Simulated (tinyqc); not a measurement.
Starting guesses with DIIS over 6 matrices: SCF starting guesses in the sto-3g basis, for BH2+, spin multiplicity 1. Computed by the program tinyqc with PySCF. RHF with one setting changed at a time; a run stops when the energy changes by less than 1e-09 hartree and the error matrix is below 1e-5. Starts: the lowest orbitals of the core Hamiltonian, of the Wolfsberg-Helmholz matrix (K = 1.75), projected atomic densities, random orbitals, and the highest orbitals of the core Hamiltonian (a deliberately bad start).

Geometry (angstrom):

| atom | x | y | z |
|---|---|---|---|
| B | 0.0000 | 0.0000 | 0.0000 |
| H | 0.0000 | 1.1080 | 0.6380 |
| H | 0.0000 | -1.0850 | 0.6250 |

lowest restricted solution found by these runs and by PySCF = -25.119300 hartree

Largest element of the error matrix X^T (FDS - SDF) X:

| iteration | core | Wolfsberg-Helmholz | atomic densities | random | highest core orbitals |
|---|---|---|---|---|---|
| 1 | 5.4e-01 | 2.9e-01 | 4.5e-01 | 6.1e+00 | 1.3e-01 |
| 2 | 8.6e-02 | 5.2e-02 | 6.3e-02 | 4.5e-01 | 3.6e-01 |
| 3 | 2.7e-02 | 1.6e-02 | 1.9e-02 | 6.7e-02 | 3.0e-01 |
| 4 | 3.9e-03 | 3.5e-04 | 3.3e-03 | 2.9e-02 | 1.8e-01 |
| 5 | 5.2e-04 | 1.9e-04 | 4.7e-04 | 1.1e-02 | 1.4e-01 |
| 6 | 1.0e-04 | 6.8e-05 | 2.0e-05 | 1.8e-03 | 1.2e-01 |
| 8 | 5.1e-06 | 3.9e-07 | 5.7e-07 | 6.8e-05 | 2.8e-01 |
| 10 | - | - | - | 1.2e-05 | 2.8e-01 |
| 14 | - | - | - | - | 1.8e-04 |

How each run ends:

| run | iterations | E (hartree) | state |
|---|---|---|---|
| core | 9 | -25.11930 | lowest found |
| Wolfsberg-Helmholz | 8 | -25.11930 | lowest found |
| atomic densities | 8 | -25.11930 | lowest found |
| random | 11 | -25.11930 | lowest found |
| highest core orbitals | 17 | -25.11930 | lowest found |

What does the comparison show, and why?

5 of 5 runs reach the lowest restricted solution found, in 8 to 17 iterations (fastest: Wolfsberg-Helmholz, atomic densities). The first errors are 5e-01, 3e-01, 5e-01, 6e+00, 1e-01; the deliberately bad start has the smallest one, so a small first error does not mark a good start.
